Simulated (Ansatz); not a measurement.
**CH₄AlO+: one structure at several levels**

An exercise on one series of results from a longer session: the logs are not shown, and one member is left open.

Program: Ansatz 0.2.0, Gaussian basis. Level of theory: single points in def2-TZVPP. These are calculated values, not measurements.

Cores are frozen in the correlated methods.

## Starting geometry

SMILES `[CH2+][O][AlH2]`, 7 atoms, charge 1, spin multiplicity 1.

Atoms are counted from 1 here; the program's logs count them from 0.

Bond lengths: C1–O2 1.199 Å, C1–H4 1.044 Å, C1–H5 1.109 Å, O2–Al3 1.886 Å, Al3–H6 1.557 Å, Al3–H7 1.502 Å. Angles: O2–C1–H4 119.3°, O2–C1–H5 114.7°, H4–C1–H5 124.0°, C1–O2–Al3 173.5°, O2–Al3–H6 109.6°, O2–Al3–H7 116.1°, H6–Al3–H7 133.6°.

As a file:

```tsv
atom	x (Å)	y (Å)	z (Å)
C1	-1.30320	0.23340	-0.77440
O2	-0.30200	0.06270	-0.13640
Al3	1.35690	-0.28970	0.68780
H4	-1.61250	-0.50300	-1.44670
H5	-1.95710	1.04810	-0.40180
H6	1.63430	0.78110	1.78350
H7	2.19010	-1.37130	0.06160
```

Set-up of the first run:

Input file run/in.yaml:

```yaml
crystal:
  periodic: [false, false, false]
  atoms:
    - {symbol: C, position_ang: [-1.303200, 0.233400, -0.774400]}
    - {symbol: O, position_ang: [-0.302000, 0.062700, -0.136400]}
    - {symbol: Al, position_ang: [1.356900, -0.289700, 0.687800]}
    - {symbol: H, position_ang: [-1.612500, -0.503000, -1.446700]}
    - {symbol: H, position_ang: [-1.957100, 1.048100, -0.401800]}
    - {symbol: H, position_ang: [1.634300, 0.781100, 1.783500]}
    - {symbol: H, position_ang: [2.190100, -1.371300, 0.061600]}
basis:
  gaussian: {orbitals: def2-TZVPP}
total_charge: 1
correlation: {method: ccsd_t}
output: {forces: true}
```

No record of the launch command was kept for these runs.

Steps of the session up to this table: CCSD(T)/def2-TZVPP; PBE0-D4/def2-TZVPP; wB97M-V/def2-TZVPP; r2SCAN-D4/def2-TZVPP; PBE-D4/def2-TZVPP; SPW92/def2-TZVPP; LC-wPBE/def2-TZVPP.

One of the session's tables, all rows but one given; the rest of the session is left out.

```
   method  RMS force component (eV/Å)  angle to CCSD(T) forces (°)
  CCSD(T)                       1.144                    reference
  PBE0-D4                       1.028                         11.9
  wB97M-V                           ?                            ?
r2SCAN-D4                       1.083                          6.7
   PBE-D4                       1.149                          7.3
    SPW92                       1.083                         15.7
  LC-wPBE                       1.026                         12.0
```

Estimate the missing values for wB97M-V.

**Answer.** RMS force component (eV/Å): 1.038; angle to CCSD(T) forces (°): 7.4. In the column «RMS force component (eV/Å)» it lies between PBE0-D4 (1.028) and r2SCAN-D4 (1.083).
